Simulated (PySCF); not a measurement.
2-methyl-1,3-dithiolane, C₄H₈S₂.
Z-matrix (Å and degrees, PBE0-D3(BJ)/def2-SVP geometry), rows numbered from 1:
```
C 
C   1  1.5173
S   2  1.8272  1  113.33
C   3  1.8122  2   95.20  1   -98.78
C   4  1.5142  3  106.76  2   -45.98
S   5  1.8162  4  107.83  3    50.61
H   1  1.1018  2  110.57  3   179.39
H   1  1.1008  2  110.46  3   -60.84
H   1  1.0996  2  110.73  3    59.56
H   2  1.1008  1  110.62  3   118.10
H   4  1.1012  3  110.85  2    75.34
H   4  1.1011  3  107.23  2  -166.22
H   5  1.1017  4  111.91  3   168.25
H   5  1.1006  4  110.72  3   -70.07
```

Probes without a nucleus sit at each ring's centroid and 1 Å off its mean plane on both sides; NICS is minus the shielding there, NICSzz its component along the normal. Level: GIAO HF/pcSseg-2 (PySCF, non-relativistic, gas phase) on the PBE0-D3(BJ)/def2-SVP geometry, one conformer.

Ring bond lengths (Å): C2–S3 1.827, S3–C4 1.812, C4–C5 1.514, C5–S6 1.816, S6–C2 1.842.

Q: What do the NICS probes read (ppm)?

A: 
```json
{"ring": "C2–S3–C4–C5–S6", "type": "5-membered ring with 2 S; formal bonds all single", "NICS(0)": "-11.0", "NICS(1), two faces": "-4.5 / -4.8", "NICS(1)zz, two faces": "-4.5 / -4.5", "rms pucker (Å)": "0.23", "centre to ring atoms, mean (Å)": "1.46"}
```

Q: What can be read from them?

A: 
- C2–S3–C4–C5–S6: mean NICS(1)zz -4.5 ppm, shielded. C2, C4, C5 have four or more neighbours, so the value isn't read as a sign of a π ring current. NICS(0) lies 6 ppm below the mean NICS(1).

Q: How do the values depend on the level or the medium?

A: 
```json
{"level": "HF/pcSseg-2, gas", "NICS(0), C2–S3–C4–C5–S6": "-11.0", "mean NICS(1)zz, C2–S3–C4–C5–S6": "-4.5"}
{"level": "PBE0/pcSseg-1, gas", "NICS(0), C2–S3–C4–C5–S6": "-11.2", "mean NICS(1)zz, C2–S3–C4–C5–S6": "-6.0"}
```

The geometry is the same throughout.

On one thread, x86-64 server, shared host, this took 30 s of wall time. This is the whole shielding run at HF/pcSseg-2, SCF included.
